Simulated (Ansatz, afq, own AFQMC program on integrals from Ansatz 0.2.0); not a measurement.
# SiH3O (doublet): quantum Monte Carlo beside coupled cluster at scale of all distances = 1.000, cc-pVDZ

Aim: compute SiH3O (doublet) with auxiliary-field quantum Monte Carlo on the same integrals as coupled cluster, and set the energies side by side.

Computed with Ansatz 0.2.0, Gaussian basis, and an in-house AFQMC program (afq) on its integrals; all values are calculated. Level: cc-pVDZ, frozen cores.

To be run: PBE (unrestricted); r2SCAN (unrestricted); PBE0 (unrestricted); B3LYP (unrestricted); wB97M-V (unrestricted); B2PLYP (unrestricted); CCSD(T) on UHF; Phaseless AFQMC, CISD trial on UHF; Phaseless AFQMC, single-determinant trial on UHF; Free-projection AFQMC, CISD trial on UHF.

### 1 The system

The geometry derives from a PBE0/def2-TZVP stationary point (not a proven minimum). All distances are scaled together.

5 atoms, charge 0, spin multiplicity 2.

Atoms are counted from 1 here; the program's logs count them from 0.

Bond lengths: Si1–O2 1.652 Å, Si1–H3 1.497 Å, Si1–H4 1.487 Å, O2–H5 0.958 Å. Angles: O2–Si1–H3 111.3°, O2–Si1–H4 105.6°, H3–Si1–H4 110.5°, Si1–O2–H5 117.3°.

### 2 PBE (unrestricted)

File in.yaml:

```yaml
crystal:
  periodic: [false, false, false]
  atoms:
    - {symbol: Si, position_ang: [-0.086624, -0.032276, 0.579137]}
    - {symbol: O, position_ang: [0.088491, 0.099651, -1.058633]}
    - {symbol: H, position_ang: [0.642493, -1.228094, 1.108382]}
    - {symbol: H, position_ang: [0.485976, 1.218586, 1.144898]}
    - {symbol: H, position_ang: [-0.119403, -0.672933, -1.586426]}
basis:
  gaussian: {orbitals: cc-pVDZ}
magnetization: {spin_polarized: true, initial_magnetization: 1}
hamiltonian: {xc: {name: PBE}}
output: {orbitals: {seedname: orbitals}}
```

Started as:

```bash
$ ansatz run in.yaml --threads 1 --pin off --events-out ev --progress --plain --max-ram 1382MiB
```

Log:

```text
Functional definition: PBE
  name "PBE"
  cite "Perdew, Burke & Ernzerhof, Phys. Rev. Lett. 77, 3865 (1996) doi:10.1103/PhysRevLett.77.3865"
  parent pbe
  parameter kappa = 0.804
  parameter beta = 0.06672455060314922
  exchange = pbe_x(kappa = kappa, mu = beta*pi^2/3)
  correlation = pbe_c(beta = beta)
547 factors; their error is unknown
mean field evaluation 1: about -9961.3923 eV, gradient 3.7e1 eV
mean field evaluation 2: about -9924.0995 eV, gradient 9.7e1 eV
mean field evaluation 4: about -9966.2385 eV, gradient 2.9e0 eV
mean field evaluation 8: about -9966.2786 eV, gradient 2.2e-2 eV
mean field -9966.27859738 eV, -366.2539830675 hartree, gradient 2.0e-5 eV, S^2 0.751393; 0 other end points of the search recorded, 0 dependent functions left out
reference -9966.27862671 eV, -366.2539841453 hartree; 13, 12 occupied and 34, 35 virtual orbitals, 547 factors
Total energy: -9966.27862671 eV, -366.2539841453 hartree
```

It took 0.81 s on 1 thread of Arm Neoverse V2, shared host.

From the report: ⟨S²⟩ of the determinant 0.751 (pure doublet: 0.75).

### 3 r2SCAN (unrestricted)

Edit in.yaml of step 2 so:

```diff
@@ -11,3 +11,2 @@
 magnetization: {spin_polarized: true, initial_magnetization: 1}
-hamiltonian: {xc: {name: PBE}}
-output: {orbitals: {seedname: orbitals}}
+hamiltonian: {xc: {name: r2SCAN}}
```

Launched as before.

Log:

```text
Functional definition: r2SCAN
  name "r2SCAN"
  cite "Furness, Kaplan, Ning, Perdew & Sun, J. Phys. Chem. Lett. 11, 8208 (2020) doi:10.1021/acs.jpclett.0c02405"
  cite "Furness, Kaplan, Ning, Perdew & Sun, J. Phys. Chem. Lett. 11, 9248 (2020) doi:10.1021/acs.jpclett.0c03077"
  parent r2scan
  parameter k0 = 0.174
  parameter k1 = 0.065
  parameter a1 = 4.9479
  exchange = r2scan_x(k0 = k0, k1 = k1, a1 = a1)
  correlation = r2scan_c
547 factors; their error is unknown
mean field evaluation 1: about -9966.9043 eV, gradient 3.4e1 eV
mean field evaluation 2: about -9945.4400 eV, gradient 7.8e1 eV
mean field evaluation 4: about -9970.9927 eV, gradient 1.5e0 eV
mean field evaluation 8: about -9970.9917 eV, gradient 1.7e-2 eV
mean field -9970.99165887 eV, -366.4271848824 hartree, gradient 8.6e-5 eV, S^2 0.752600; 0 other end points of the search recorded, 0 dependent functions left out
reference -9970.99166823 eV, -366.4271852267 hartree; 13, 12 occupied and 34, 35 virtual orbitals, 547 factors
Total energy: -9970.99166823 eV, -366.4271852267 hartree
```

Run time: 1.9 s. Hardware: 1 thread of Arm Neoverse V2, shared host.

From the report: ⟨S²⟩ of the determinant 0.753 (pure doublet: 0.75).

### 4 PBE0 (unrestricted)

Edit in.yaml of step 3 so:

```diff
@@ -11,2 +11,3 @@
 magnetization: {spin_polarized: true, initial_magnetization: 1}
-hamiltonian: {xc: {name: r2SCAN}}
+hamiltonian: {xc: {name: PBE0}}
+output: {orbitals: {seedname: orbitals}}
```

Same command.

Log:

```text
Functional definition: PBE0
  name "PBE0"
  cite "Adamo & Barone, J. Chem. Phys. 110, 6158 (1999) doi:10.1063/1.478522"
  cite "Perdew, Burke & Ernzerhof, Phys. Rev. Lett. 77, 3865 (1996) doi:10.1103/PhysRevLett.77.3865"
  parent pbe
  parameter a = 0.25
  parameter kappa = 0.804
  parameter beta = 0.06672455060314922
  exchange = (1 - a)*pbe_x(kappa = kappa, mu = beta*pi^2/3) + a*exact_x
  correlation = pbe_c(beta = beta)
440 factors; integrals over basis functions are off by at most 1.1e-3 eV
mean field evaluation 1: about -9963.6524 eV, gradient 3.1e1 eV
mean field evaluation 2: about -9955.1102 eV, gradient 5.6e1 eV
mean field evaluation 4: about -9967.0647 eV, gradient 6.5e-1 eV
mean field evaluation 8: about -9967.1605 eV, gradient 4.4e-2 eV
mean field evaluation 16: about -9967.1606 eV, gradient 3.8e-5 eV
mean field -9967.16056669 eV, -366.2863948418 hartree, gradient 3.8e-5 eV, S^2 0.751748; 0 other end points of the search recorded, 0 dependent functions left out
reference -9967.16058871 eV, -366.2863956509 hartree; 13, 12 occupied and 34, 35 virtual orbitals, 440 factors
Total energy: -9967.16058871 eV, -366.2863956509 hartree
```

Wall time 1.2 s (1 thread of Arm Neoverse V2, shared host).

From the report: ⟨S²⟩ of the determinant 0.752 (pure doublet: 0.75).

### 5 B3LYP (unrestricted)

Edit in.yaml of step 4 so:

```diff
@@ -11,3 +11,2 @@
 magnetization: {spin_polarized: true, initial_magnetization: 1}
-hamiltonian: {xc: {name: PBE0}}
-output: {orbitals: {seedname: orbitals}}
+hamiltonian: {xc: {name: B3LYP}}
```

Launched as before.

Log, cut to the lines that bear on the results:

```text
Functional definition: B3LYP
  name "B3LYP"
  cite "Stephens, Devlin, Chabalowski & Frisch, J. Phys. Chem. 98, 11623 (1994) doi:10.1021/j100096a001"
  cite "Becke, Phys. Rev. A 38, 3098 (1988) doi:10.1103/PhysRevA.38.3098"
  cite "Lee, Yang & Parr, Phys. Rev. B 37, 785 (1988) doi:10.1103/PhysRevB.37.785"
  cite "Vosko, Wilk & Nusair, Can. J. Phys. 58, 1200 (1980) doi:10.1139/p80-159"
[...]
440 factors; integrals over basis functions are off by at most 1.1e-3 eV
[...]
mean field -9973.31054457 eV, -366.5124023602 hartree, gradient 1.3e-5 eV, S^2 0.751466; 0 other end points of the search recorded, 0 dependent functions left out
reference -9973.31074106 eV, -366.5124095813 hartree; 13, 12 occupied and 34, 35 virtual orbitals, 440 factors
Total energy: -9973.31074106 eV, -366.5124095813 hartree
```

Wall time 1.1 s (1 thread of Arm Neoverse V2, shared host).

From the report: ⟨S²⟩ of the determinant 0.751 (pure doublet: 0.75).

### 6 wB97M-V (unrestricted)

Edit in.yaml of step 5 so:

```diff
@@ -11,2 +11,3 @@
 magnetization: {spin_polarized: true, initial_magnetization: 1}
-hamiltonian: {xc: {name: B3LYP}}
+hamiltonian: {xc: {name: wB97M-V}}
+output: {orbitals: {seedname: orbitals}}
```

The command is unchanged.

Log, cut to the lines that bear on the results:

```text
Functional definition: wB97M-V
  name "wB97M-V"
  cite "Mardirossian & Head-Gordon, J. Chem. Phys. 144, 214110 (2016) doi:10.1063/1.4952647"
  cite "Becke, J. Chem. Phys. 107, 8554 (1997) doi:10.1063/1.475007"
  cite "Vydrov & Van Voorhis, J. Chem. Phys. 133, 244103 (2010) doi:10.1063/1.3521275"
  # Of w^i u^j: cxij and so on, Table III.
[...]
  gx(w, u) = 1 - cx + cx01*u + cx10*w
  gss(w, u) = css00 + css04*u^4 + css10*w + css20*w^2 + css43*w^4*u^3
  gos(w, u) = cos00 + cos10*w + (cos20 + cos21*u)*w^2 + (cos60 + cos61*u)*w^6
[...]
      + integral(e_c_pw_mod_opposite_spin*gos(b97_w_opposite, b97_u_opposite)) + vv10(b, c)
440 factors; integrals over basis functions are off by at most 1.1e-3 eV
148 factors; integrals over basis functions are off by at most 9.3e-6 eV
[...]
mean field -9971.21058077 eV, -366.4352301139 hartree, gradient 2.9e-5 eV, S^2 0.751092; 0 other end points of the search recorded, 0 dependent functions left out
reference -9971.21061342 eV, -366.4352313140 hartree; 13, 12 occupied and 34, 35 virtual orbitals, 440 factors
Total energy: -9971.21061342 eV, -366.4352313140 hartree
```

Run time: 4.8 s. Hardware: 1 thread of Arm Neoverse V2, shared host.

From the report: ⟨S²⟩ of the determinant 0.751 (pure doublet: 0.75).

### 7 B2PLYP (unrestricted)

Edit in.yaml of step 6 so:

```diff
@@ -11,3 +11,3 @@
 magnetization: {spin_polarized: true, initial_magnetization: 1}
-hamiltonian: {xc: {name: wB97M-V}}
-output: {orbitals: {seedname: orbitals}}
+hamiltonian: {xc: {name: B2PLYP}}
+correlation: {electrons: outside_noble_gas}
```

The command is unchanged.

Log, cut to the lines that bear on the results:

```text
Functional definition: B2PLYP
  name "B2PLYP"
  cite "Grimme, J. Chem. Phys. 124, 034108 (2006) doi:10.1063/1.2148954"
  cite "Becke, Phys. Rev. A 38, 3098 (1988) doi:10.1103/PhysRevA.38.3098"
  cite "Lee, Yang & Parr, Phys. Rev. B 37, 785 (1988) doi:10.1103/PhysRevB.37.785"
[...]
440 factors; integrals over basis functions are off by at most 1.1e-3 eV
[...]
mean field -9964.94136128 eV, -366.2048405471 hartree, gradient 4.4e-6 eV, S^2 0.752454; 0 other end points of the search recorded, 0 dependent functions left out
6 core orbitals not correlated: weight in the atoms' cores, before any rotation towards them, 1.000 or more for the frozen orbitals, at most 0.000 for the correlated occupied ones
reference -9964.94148586 eV, -366.2048451254 hartree; 7, 6 occupied and 34, 35 virtual orbitals, 440 factors
second order -9.17547053 eV of doubles, -0.00000000 eV of singles
Total energy: -9967.41886290 eV, -366.2958870525 hartree
```

Run time: 1.2 s. Hardware: 1 thread of Arm Neoverse V2, shared host.

From the report: ⟨S²⟩ of the determinant 0.752 (pure doublet: 0.75).

### 8 CCSD(T) on UHF

Edit in.yaml of step 7 so:

```diff
@@ -11,3 +11,2 @@
 magnetization: {spin_polarized: true, initial_magnetization: 1}
-hamiltonian: {xc: {name: B2PLYP}}
-correlation: {electrons: outside_noble_gas}
+correlation: {method: ccsd_t, electrons: outside_noble_gas, hamiltonian_folder: ham}
```

Launched as before.

Log, cut to the lines that bear on the results:

```text
Functional definition: HF
  name "HF"
  cite "Fock, Z. Phys. 61, 126 (1930) doi:10.1007/BF01340294"
  parent pbe
[...]
440 factors; integrals over basis functions are off by at most 1.1e-3 eV
[...]
mean field -9946.59752825 eV, -365.5307171174 hartree, gradient 2.9e-6 eV, S^2 0.753500; 0 other end points of the search recorded, 0 dependent functions left out
6 core orbitals not correlated: weight in the atoms' cores, before any rotation towards them, 1.000 or more for the frozen orbitals, at most 0.000 for the correlated occupied ones
reference -9946.59752825 eV, -365.5307171174 hartree; 7, 6 occupied and 34, 35 virtual orbitals, 440 factors
second order -7.49177621 eV of doubles, -0.00000000 eV of singles
cycle   1  -7.84122076 eV  change   -3.5e-1 eV  update   7.1e-2
[...]
cycle  10  -8.14052059 eV  change    1.4e-5 eV  update   1.5e-5
perturbative correction -0.16821762 eV, -0.0061818835 hartree
Total energy: -9954.90626646 eV, -365.8360576145 hartree
```

It took 0.99 s on 1 thread of Arm Neoverse V2, shared host.

From the report: ⟨S²⟩ of the determinant 0.753 (pure doublet: 0.75); correlation -8.3087 eV; T1 0.015; largest double amplitude 0.02.

This run also writes the integrals to the folder ham.

### 9 Phaseless AFQMC, CISD trial on UHF

It reads the integrals that the CCSD(T) run on this determinant wrote.

Started as:

```bash
$ afq ham --method phaseless --trial cisd --walkers 60 --populations 1 --least-time 40 --time-step 0.005 --steps-per-block 50 --equilibration-blocks 28 --max-blocks 300 --target-error 0.00043 --factor-cut 1e-05 --start spin_pure --seed 1989 --release-times 0.24,0.51,0.99,1.62,2.4 --release-step 0.03 --release-every 4 --taylor-order 6
```

Log:

```text
orbitals 41  electrons 7 6  factors 313 of 440
reference energy -365.53071712 Eh
CCSD correlation -0.29915878 Eh in 11 cycles, weight of the determinant in the CISD state 0.8953
energy of the start -365.829781 Eh
 block  time / (1/Eh)  mean weight  energy / Eh
     1     0.250  1.0013  -365.827237
     2     0.500  0.9993  -365.827175
     3     0.750  1.0028  -365.827684
     4     1.000  0.9993  -365.831146
     5     1.250  0.9973  -365.835080
     6     1.500  1.0000  -365.836425
     7     1.750  0.9998  -365.834895
     8     2.000  1.0017  -365.829341
     9     2.250  1.0017  -365.831754
    10     2.500  0.9998  -365.837844
    17     4.250  1.0009  -365.834266
    25     6.250  0.9994  -365.856621
    33     8.250  1.0013  -365.831744
    41    10.250  1.0003  -365.828767
    49    12.250  0.9995  -365.843246
    57    14.250  0.9981  -365.839208
    65    16.250  0.9985  -365.830032
    73    18.250  1.0000  -365.842384
    81    20.250  1.0004  -365.835363
    89    22.250  1.0001  -365.834796
    97    24.250  0.9979  -365.842436
   105    26.250  1.0018  -365.836709
   113    28.250  0.9998  -365.837217
   121    30.250  1.0018  -365.845419
   129    32.250  1.0014  -365.834042
   137    34.250  1.0003  -365.832832
   145    36.250  0.9987  -365.835578
   153    38.250  0.9999  -365.839553
   161    40.250  0.9988  -365.848591
   169    42.250  1.0000  -365.841455
   177    44.250  1.0017  -365.836196
   185    46.250  0.9985  -365.849384
   193    48.250  1.0000  -365.842822
   201    50.250  1.0001  -365.839418
   209    52.250  1.0016  -365.845480
   217    54.250  0.9975  -365.840850
   225    56.250  0.9959  -365.835545
   233    58.250  0.9985  -365.842150
   241    60.250  1.0012  -365.839974
   249    62.250  1.0004  -365.838789
   257    64.250  0.9975  -365.846622
   265    66.250  1.0013  -365.839417
   273    68.250  1.0002  -365.839065
   281    70.250  1.0006  -365.837479
   289    72.250  1.0008  -365.829658
   297    74.250  1.0013  -365.848157
   305    76.250  1.0024  -365.847044
   313    78.250  1.0007  -365.834315
   321    80.250  0.9998  -365.835206
blocks merged  error / Eh  count
     1  0.000329  300
     2  0.000400  150
     4  0.000469  75
     8  0.000586  37
    16  0.000701  18
    32  0.000529  9
released: time / (1/Eh)  energy / Eh  error  mean overlap
  0.24  -365.837982  0.000544  1.0053
  0.51  -365.837246  0.000684  1.0061
  0.99  -365.837341  0.000443  1.0100
  1.62  -365.837532  0.000671  1.0002
  2.40  -365.836127  0.000563  1.0185
energy -365.838199 +/- 0.000701 Eh
```

It took 9.6 min on 1 thread of Arm Neoverse V2, shared host.

Energy -9954.9645 ± 0.0191 eV. Caveats: constraint bias not in the error; error above the target.

### 10 Phaseless AFQMC, single-determinant trial on UHF

It reads the integrals that the CCSD(T) run on this determinant wrote.

Started as:

```bash
$ afq ham --method phaseless --trial hf --walkers 120 --populations 1 --least-time 40 --time-step 0.005 --steps-per-block 20 --equilibration-blocks 112 --max-blocks 600 --target-error 0.00129 --factor-cut 1e-05 --start spin_pure --seed 7 --taylor-order 6
```

Log:

```text
orbitals 41  electrons 7 6  factors 313 of 440
reference energy -365.53071712 Eh
CCSD correlation -0.29915878 Eh in 11 cycles, weight of the determinant in the CISD state 0.8953
energy of the start -365.530769 Eh
 block  time / (1/Eh)  mean weight  energy / Eh
     1     0.100  1.0013  -365.609975
     2     0.200  1.0026  -365.671126
     3     0.300  1.0051  -365.711419
     4     0.400  1.0013  -365.731231
     5     0.500  1.0012  -365.772354
     6     0.600  1.0044  -365.794658
     7     0.700  0.9992  -365.793599
     8     0.800  1.0014  -365.813592
     9     0.900  0.9982  -365.842316
    10     1.000  1.0011  -365.824880
    18     1.800  1.0002  -365.820799
    35     3.500  0.9969  -365.816928
    52     5.200  1.0007  -365.847287
    69     6.900  0.9983  -365.853814
    86     8.600  0.9995  -365.858353
   103    10.300  1.0000  -365.801625
   120    12.000  1.0002  -365.819730
   137    13.700  0.9946  -365.852002
   154    15.400  0.9978  -365.835779
   171    17.100  1.0015  -365.859913
   188    18.800  1.0022  -365.854850
   205    20.500  0.9980  -365.805982
   222    22.200  0.9992  -365.833220
   239    23.900  0.9994  -365.848447
   256    25.600  1.0008  -365.825402
   273    27.300  1.0004  -365.845382
   290    29.000  1.0002  -365.889248
   307    30.700  1.0002  -365.825723
   324    32.400  1.0018  -365.843423
   341    34.100  1.0015  -365.822579
   358    35.800  0.9995  -365.851363
   375    37.500  0.9977  -365.860723
   392    39.200  1.0000  -365.846110
   409    40.900  0.9995  -365.819211
   426    42.600  0.9993  -365.816625
   443    44.300  1.0008  -365.816990
   460    46.000  1.0010  -365.894325
   477    47.700  0.9999  -365.836462
   494    49.400  1.0028  -365.815753
   511    51.100  1.0002  -365.800381
   528    52.800  1.0016  -365.830627
   545    54.500  0.9960  -365.818913
   562    56.200  0.9992  -365.857040
   579    57.900  1.0016  -365.873949
   596    59.600  0.9987  -365.786294
   613    61.300  0.9999  -365.850417
   630    63.000  1.0008  -365.830044
   647    64.700  1.0004  -365.838080
   664    66.400  1.0012  -365.829119
   681    68.100  0.9993  -365.849802
   698    69.800  0.9996  -365.796802
blocks merged  error / Eh  count
     1  0.000916  600
     2  0.001174  300
     4  0.001469  150
     8  0.001773  75
    16  0.001974  37
    32  0.002105  18
    64  0.002131  9
energy -365.837372 +/- 0.002105 Eh
```

Run time: 5.2 min. Hardware: 1 thread of Arm Neoverse V2, shared host.

Energy -9954.9420 ± 0.0573 eV. Caveats: constraint bias not in the error; error above the target.

### 11 Free-projection AFQMC, CISD trial on UHF

It reads the integrals that the CCSD(T) run on this determinant wrote.

Started as:

```bash
$ afq ham --method free --trial cisd --walkers 60 --time-step 0.03 --max-blocks 80 --target-error 0.00043 --factor-cut 1e-05 --seed 1199 --times 0,0.21,0.42,0.81,1.2,1.8,2.4,3 --taylor-order 8
```

Log:

```text
orbitals 41  electrons 7 6  factors 313 of 440
reference energy -365.53071712 Eh
CCSD correlation -0.29915878 Eh in 11 cycles, weight of the determinant in the CISD state 0.8953
repeat  energy at the last time / Eh  error
    10  -365.834257  0.001332
    20  -365.835425  0.001081
    30  -365.836298  0.000886
    40  -365.837119  0.000932
    50  -365.837589  0.000866
    60  -365.838094  0.000889
    70  -365.838213  0.000896
    80  -365.838275  0.000821
time / (1/Eh)  energy / Eh  error  mean overlap
  0.00  -365.829848  0.000251  1.1171
  0.21  -365.833780  0.000294  1.1154
  0.42  -365.835227  0.000318  1.1139
  0.81  -365.836555  0.000338  1.1181
  1.20  -365.837463  0.000424  1.1156
  1.80  -365.838022  0.000569  1.0922
  2.40  -365.838160  0.000580  1.0903
  3.00  -365.838275  0.000821  1.0584
energy -365.838275 +/- 0.000821 Eh
```

It took 5.4 min on 1 thread of Arm Neoverse V2, shared host.

Energy -9954.9666 ± 0.0223 eV. Caveats: remainder of the start not in the error; error above the target.

### 12 AFQMC on the ladder

On the UHF determinant, counted from CCSD(T) (a yardstick, not exact):

```tsv
level	energy (eV)	from CCSD(T) (kJ/mol)	statistical error (kJ/mol)	time
HF	-9946.5975	+801.7		
MP2	-9954.0893	+78.8		
CCSD	-9954.7380	+16.2		
CCSD(T)	-9954.9063	0.0		
Phaseless AFQMC, CISD trial, step 0.005, 60 walkers	-9954.9645	-5.6	1.8	9.6 min
Phaseless AFQMC, single-determinant trial, step 0.005, 120 walkers	-9954.9420	-3.5	5.5	5.2 min
Free-projection AFQMC, CISD trial, step 0.03, 60 walkers	-9954.9666	-5.8	2.2	5.4 min
```

The functionals' totals stand on their own zeros and serve differences with other points: PBE -9966.279 eV; r2SCAN -9970.992 eV; PBE0 -9967.161 eV; B3LYP -9973.311 eV; wB97M-V -9971.211 eV; B2PLYP -9967.419 eV.

### 13 What came out

```
                                                     quantity              value
              Phaseless AFQMC, CISD trial on UHF from CCSD(T)  -5.6 ± 1.8 kJ/mol
Phaseless AFQMC, single-determinant trial on UHF from CCSD(T)  -3.5 ± 5.5 kJ/mol
        Free-projection AFQMC, CISD trial on UHF from CCSD(T)  -5.8 ± 2.2 kJ/mol
```

What this shows: On UHF the phaseless walk with the CISD trial lies -5.6 kJ/mol from CCSD(T), 3 times its error bar. Free projection has no constraint; at the last time it gives -5.8 ± 2.2 kJ/mol, and from a start that isn't spin pure other spins can mix in. Error bars are statistical and leave out the constraint, the time step and what remains of the start.
